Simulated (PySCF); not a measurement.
**H₅LiOSi, a complex of two parts: interaction energy**

An exercise on one series of results from a longer session: the logs are not shown, and one member is left open.

Computed with PySCF 2.14.0; each step states its level. No surroundings beyond the atoms listed, unless a continuum is named. Atoms count from 0, parts from 1.

## Starting point

8 atoms, charge 0, multiplicity 1; geometry: GFN2-xTB. Parts: 1 = atoms 0–1, `[LiH]`, charge 0; 2 = atoms 2–7, `O[SiH3]`, charge 0.

The first run:

The job: settings as JSON, then the geometry in Å.

```
{"job": {"xc": "PBE0", "basis": "def2-SVPD", "d3": "d3bj", "grid": 2, "kind": "geom"}, "charge": 0, "multiplicity": 1, "parts": [{"atoms": "0-1", "charge": 0, "multiplicity": 1}, {"atoms": "2-7", "charge": 0, "multiplicity": 1}]}
Li    -0.439257    -1.302421     0.224114
H      0.022332    -0.041037     0.616515
O     -0.834698    -2.745222    -0.900546
Si    -1.448074    -3.862915     0.132337
H     -0.832117    -2.954772    -1.831345
H     -0.706072    -5.104819    -0.040976
H     -1.217602    -3.235767     1.422718
H     -2.861567    -4.043903    -0.172078
```

The run is started by

```console
$ OMP_NUM_THREADS=1 python cluster_run.py task.json out
```

The driver reads the jobs from task.json and runs them one after another.

Steps of the session up to this table: Relaxing the molecule at PBE0-D3(BJ)/def2-SVPD; Coupled-cluster interaction energy: CCSD(T) and MP2.

One of the session's tables, all rows but one given; the rest of the session is left out.

It belongs to the step «Coupled-cluster interaction energy: CCSD(T) and MP2». 

| method | interaction energy (kcal/mol) |
| --- | --- |
| HF/aug-cc-pVDZ | -17.19 |
| MP2/aug-cc-pVDZ | -15.66 |
| CCSD/aug-cc-pVDZ | -16.02 |
| CCSD(T)/aug-cc-pVDZ | -15.84 |
| HF/aug-cc-pVTZ | -17.46 |
| MP2/aug-cc-pVTZ | -16.16 |
| SCS-MP2/aug-cc-pVTZ | ? |
| MP2, extrapolated | -16.25 |
| CCSD(T), limit estimate | -16.42 |

**Question.** Estimate the row for SCS-MP2/aug-cc-pVTZ.

**Answer.** interaction energy (kcal/mol): -16.07. In the column «interaction energy (kcal/mol)» it lies between MP2/aug-cc-pVTZ (-16.16) and CCSD/aug-cc-pVDZ (-16.02).

In this run the core of Li (1s) is correlated, in a basis without core functions; only the other cores are frozen.

Caveats from the session: The interaction energy leaves out the deformation of the parts, 0.89 kcal/mol (MP2); added to the CCSD(T) estimate it gives a binding of about -15.54 kcal/mol.
